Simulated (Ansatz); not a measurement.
A made-up structure of CH₃BN, doublet:

B1  (1.359, -0.294, 0.685)
N2  (0.326, -0.063, 0.127)
C3  (-0.795, 0.224, -0.638)
H4  (-1.297, -0.581, -1.110)
H5  (-1.106, 1.235, -0.709)
H6  (1.629, -0.561, 1.770)
(Å)

It is relaxed with PBE-D4/def2-SVP and then PBE0-D4/def2-TZVP (Ansatz 0.2.0). Atoms count as bonded within 1.22 times the sum of their covalent radii (H–H: 0.88 Å). The end point is not checked to be a true minimum.

(1) Does its bonding change? (Judge from chemistry; the calculation decides.)

Results:

(1) The calculation gives: No: no bond forms or breaks.

Where it ends: The first stage lowers the energy by 0.87 eV in 6 steps. It ends as CH₃BN ([BH][N][CH2]):
```xyz
6
angstrom
B 1.1232 -0.3282 0.9519
N 0.1879 -0.0557 0.1630
C -0.7937 0.2302 -0.6651
H -1.2947 -0.5634 -1.2077
H -1.1027 1.2598 -0.8058
H 1.9965 -0.5825 1.6882
```

Labels in which every atom is bracketed show which atoms are joined, not bond orders.

For scale, one of the runs: PBE0-D4/def2-TZVP relaxation, 111 basis functions, launched by `ansatz run in.yaml --threads 2 --pin off --events-out ev --progress --plain --max-ram 4352MiB`. The run took about 21 s on 2 CPU threads of an Arm Neoverse N1 (shared host).
